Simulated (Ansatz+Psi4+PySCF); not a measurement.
Values are calculated unless marked as measured or tabulated.
Input for Psi4 1.11:

```
molecule {
0 1
N 0.000000 0.000000 0.564990
N 0.000000 0.000000 -0.564990
}

set basis cc-pVTZ
set reference rhf
set scf_type pk
energy('scf')
```

The input is written out from the run's settings.

Output:

```json
{
 "Converged": "yes",
 "Total energy": "-108.97440 hartree",
 "Spin squared of the determinant": "0.000",
 "Occupied orbitals by symmetry in an Abelian subgroup (alpha; beta)": "3 Ag 2 B1u 1 B2u 1 B3u; 3 Ag 2 B1u 1 B2u 1 B3u"
}
```
